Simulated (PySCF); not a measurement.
## How the method moves the HOMO and LUMO of `C[C@H]([S-])C(N)=O`

Compound: C₃H₆NOS (charge -1).
Numbering: `[CH3:1][C@H:2]([S-:3])[C:4]([NH2:5])=[O:6]` (hydrogens: H7, H8, H9 on C1; H10 on C2; H11, H12 on N5)

Cartesian coordinates in Å at the PBE0-D3(BJ)/def2-SVP level; atoms count from 1:
```
atom  x, y, z in Å
C1    -1.5774   -0.1736   -0.3818
C2    -0.3891   -0.2357    0.5794
S3    -0.5552    0.9351    1.9668
C4     0.8962   -0.0908   -0.2561
N5     1.6205    0.9893    0.0775
O6     1.1967   -0.8835   -1.1461
H7    -1.6662    0.8509   -0.7793
H8    -2.5068   -0.3929    0.1651
H9    -1.4602   -0.8829   -1.2209
H10   -0.3292   -1.2769    0.9538
H11    1.2259    1.4884    0.9043
H12    2.5095    1.1579   -0.3701
```

Basis pcSseg-1 throughout (PySCF), one geometry. The structure is a single PBE0-D3(BJ)/def2-SVP conformer in the gas phase; no vibrational or solvent corrections.

How do the orbital energies and the gap change with the method?

```tsv
method	kind	HOMO (eV)	LUMO (eV)	gap (eV)	SCF cycles
BLYP	GGA	1.16	4.40	3.24	16
B97-D	GGA	1.00	4.36	3.37	17
PBE	GGA	0.95	4.28	3.33	17
OPBE	GGA	0.94	4.41	3.47	17
KT3	GGA	0.89	4.30	3.41	16
BP86	GGA	0.84	4.20	3.35	16
KT2	GGA	0.84	4.28	3.44	17
LDA	LDA	0.81	4.04	3.23	16
B3LYP	global hybrid	0.04	5.00	4.96	14
B97-2	global hybrid	0.00	5.21	5.21	14
PBE0	global hybrid	-0.25	5.26	5.51	14
mPW1PW91	global hybrid	-0.28	5.24	5.52	14
BHandHLYP	global hybrid	-1.26	6.12	7.39	13
CAM-B3LYP	range-separated hybrid	-1.50	6.27	7.76	14
wB97X-D	range-separated hybrid	-2.10	7.07	9.17	14
LC-wPBE	range-separated hybrid	-2.93	7.55	10.48	16
HF	Hartree–Fock	-2.97	8.32	11.29	12
```

The HOMO spans 4.13 eV, from BLYP down to HF, and the gap runs from 3.23 eV (LDA) to 11.29 eV (HF). Over the methods BLYP (0 %), B97-D (0 %), PBE (0 %), OPBE (0 %), KT3 (0 %), BP86 (0 %), KT2 (0 %), LDA (0 %), B3LYP (20 %), B97-2 (21 %), PBE0 (25 %), mPW1PW91 (25 %), BHandHLYP (50 %), HF (100 %), a straight line through the gap against the share of exact exchange rises by 0.80 eV for each 10 % (correlation coefficient 0.999). Where the HOMO energy of this anion is positive, the outermost electrons may be held by the finite basis alone.
